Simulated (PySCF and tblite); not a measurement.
Results of a calculation; reference values are marked as such.
C₄H₈O, numbered as in [OH:1][CH2:2][CH:3]1[CH2:4][CH2:5]1.

Free energies: B3LYP-D3(BJ)/def2-TZVP (IEF-PCM, chloroform) on PBE0-D3(BJ)/def2-SVP structures plus GFN2-xTB thermal terms, symmetry and mirror images included. Conformers within 3 kcal/mol (GFN2-xTB free energy) were kept, 8 at most. Of two unlike H on one atom, a is the less shielded (PBE0/pcSseg-1 (IEF-PCM, chloroform)). (PySCF 2.14, tblite 0.8.)

An NOE distance is ⟨r⁻⁶⟩^(−1/6) over all pairs of like atoms and, for the average, over conformers.

Torsions listed: H1–O1–C2–C3, O1–C2–C3–C4. Of a mirror pair one member is shown.

```tsv
conformer	shape	weight %
1	-51°, 152°	57.5
2	-58°, -75°	19.6
3	-174°, -81°	16.8
4	72°, 36°	4.8
```

Not shown: 1 more, 1.3 % in all.

Q: Which H–H contacts under 3.5 Å would NOEs report (pairs on one atom left out) at 298.15 K?

A: 
```json
{"pair": "H1 ··· H2", "in 1 (Å)": "2.54", "in 2 (Å)": "2.52", "in 3 (Å)": "2.32", "in 4 (Å)": "2.45", "average (Å)": "2.49"}
{"pair": "H3 ··· H4a/H5a", "in 1 (Å)": "2.51", "in 2 (Å)": "2.50", "in 3 (Å)": "2.51", "in 4 (Å)": "2.51", "average (Å)": "2.51"}
{"pair": "H2 ··· H3", "in 1 (Å)": "2.71", "in 2 (Å)": "2.71", "in 3 (Å)": "2.70", "in 4 (Å)": "2.51", "average (Å)": "2.69"}
{"pair": "H2 ··· H4b/H5b", "in 1 (Å)": "2.75", "in 2 (Å)": "2.75", "in 3 (Å)": "2.74", "in 4 (Å)": "3.39", "average (Å)": "2.77"}
{"pair": "H1 ··· H3", "in 1 (Å)": "2.92", "in 2 (Å)": "2.61", "in 3 (Å)": "3.56", "in 4 (Å)": "3.68", "average (Å)": "2.91"}
{"pair": "H3 ··· H4b/H5b", "in 1 (Å)": "3.12", "in 2 (Å)": "3.11", "in 3 (Å)": "3.11", "in 4 (Å)": "3.11", "average (Å)": "3.12"}
{"pair": "H1 ··· H4b/H5b", "in 1 (Å)": "3.07", "in 2 (Å)": "3.96", "in 3 (Å)": "4.21", "in 4 (Å)": "2.40", "average (Å)": "3.15"}
```

Longer pairs under the limit may be missing.

Q: In a model where alignment follows shape alone (order matrix 0.002 × (3G/tr G − 1)/2, G the second moments of the atom positions; splitting J + 2D), what are the one-bond C–H dipolar couplings D?

A: H2 7.2 Hz (7.2 in conformer 1), H3 11.4 Hz (11.8 in conformer 1), H4a/H5a -2.1 Hz (-2.0 in conformer 1), H4b/H5b 8.9 Hz (8.9 in conformer 1).
